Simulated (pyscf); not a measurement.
Thermochemistry of product channels of SnH₂ (SMILES [SnH2]) [singlet] + HCl (SMILES Cl) on the singlet surface, in kJ/mol, from ωB97M-D3(BJ)/def2-TZVP energies (ideal gas, 1 atm, RRHO with modes under 100 cm⁻¹ raised to 100, one conformer, R ln 2 for rigid chiral ones). PySCF, gas phase, ωB97X-D3(BJ)/def2-SVP geometries.

| products | ΔE | ΔH(298 K) | ΔG(600 K) | ΔG(900 K) |
|---|---|---|---|---|
| Cl–SnH₃ (SMILES [Cl][SnH3]) | … | -155.6 | -70.9 | -29.3 |
| Cl–SnH: (SMILES [Cl][SnH]) [singlet] + H₂ (SMILES [H][H]) | -119.8 | -120.3 | -113.9 | … |

Q: Fill in the missing entries.

A: 
- Cl–SnH₃ (SMILES [Cl][SnH3]), ΔE: -162.7
- Cl–SnH: (SMILES [Cl][SnH]) [singlet] + H₂ (SMILES [H][H]), ΔG(900 K): -112.1

The channel to Cl–SnH₃ turns unfavourable between 298 and 1200 K (ΔG from -113.5 kJ/mol to +11.2 kJ/mol).

These are energies of the channels, which say nothing of barriers. Elements past Kr carry the def2 core potentials, without spin-orbit coupling.
